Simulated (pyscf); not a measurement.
HO–Ti(OH)(F)–F → H₂O + O=Ti(F)–F, an elimination (singlet surface; O–Ti, H–O broken, H–O formed). PySCF, gas phase, ωB97X-D3(BJ)/def2-SVP geometries. Energies in eV from the reactant's lowest minimum found.

Small-basis levels: PySCF, no dispersion term, spherical d functions. AM1 to PM7: differences of heats of formation from MOPAC, which are fitted to 298 K values and so differ in kind from electronic energies by zero-point and thermal terms. Cost: rough CPU time at the saddle relative to B3LYP/6-31G*+LANL2DZ, from one job on a shared machine.

| level | barrier | reaction energy | cost |
|---|---|---|---|
| HF/3-21G | 2.39 | +4.02 | 0.08 |
| SVWN5/6-31G*+LANL2DZ | 1.34 | +3.16 | 0.8 |
| BP86/6-31G*+LANL2DZ | 1.44 | +2.55 | 1 |
| B3LYP/6-31G*+LANL2DZ | 1.64 | +2.62 | 1 |
| M06-2X/6-31G*+LANL2DZ | 1.63 | +2.58 | 2 |
| PM6 | 2.80 | +1.84 | under 0.02 |
| PM7 | 3.01 | +3.23 | under 0.02 |
| ωB97M-D3(BJ)/def2-TZVP | 1.68 | +2.40 | – |

Against the last row the barrier runs from -0.34 (SVWN5/6-31G*+LANL2DZ) to +1.33 eV (PM7). ωB97M-D3(BJ)/def2-TZVP has limits of its own. On the product side the descent ends in an adduct with a O–Ti contact, 1.52 eV under the separated species and 0.75 eV under the saddle at ωB97X-D3(BJ)/def2-TZVP. At ωB97M-D3(BJ) the saddle lies under the separated products, which points to a path from their complex (located at ωB97X-D3(BJ) alone), and parting the products costs more than the saddle. What is counted as broken (O–Ti) persists as a longer contact in the product adduct; parting that adduct is a step of its own. At the saddle there is also a short H–Ti contact that neither side keeps. One saddle was located; it need not be the lowest between these sides.
